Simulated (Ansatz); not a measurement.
**Worked example: correlation energy of BSi, doublet**

Geometry: a PBE0/def2-TZVP stationary point for this spin. The quartet lies 0.8 eV lower here.

```xyz
2

Si    0.0000    0.0000    0.0000
B     0.0000    0.0000    1.9192
```

Basis cc-pVDZ; Ansatz 0.2.0. Correlated methods freeze the noble-gas cores, which leaves 7 electrons in 26 orbitals. R marks a restricted (for open shells ROHF) determinant.

Full CI is exact within this basis and frozen core; it isn't the basis-set limit.

The cluster runs stand on a determinant 0.77 eV above the lowest RHF solution, chosen by trial CCSD; the correlation energy below is counted from it.

Runs differ by some tens of microhartree through their thresholds and, for an open shell, their frozen cores, so steps under 0.03 kcal/mol mean nothing.

| level | total energy (hartree) |
| --- | --- |
| RHF determinant under the cluster runs | -313.376539 |
| RCCSD | -313.563805 |
| RCCSD(T) | -313.578659 |
| RCCSDT | -313.580544 |
| RCCSDT(Q) | -313.582137 |
| full CI | -313.582382 |

Task: What is the correlation energy at full CI, and what share of it do RMP2 and RCCSD(T) recover?

Result: E(corr) = -313.582382 − (-313.376539) = -0.205843 hartree = -5.601 eV. RCCSD: -0.187266 / -0.205843 = 90.98 %. RCCSD(T): -0.202120 / -0.205843 = 98.19 %.

Task: By how many kcal/mol does RCCSD(T) miss full CI (1 hartree = 627.509 kcal/mol), and which steps make up the rest?

Result: -313.578659 − (-313.582382) = 0.003723 hartree = 2.34 kcal/mol. Steps: RCCSDT − RCCSD(T) = -1.18, RCCSDT(Q) − RCCSDT = -1.00, full CI − RCCSDT(Q) = -0.15 kcal/mol. With more than one leading determinant such errors change with state and geometry, and needn't cancel in differences.
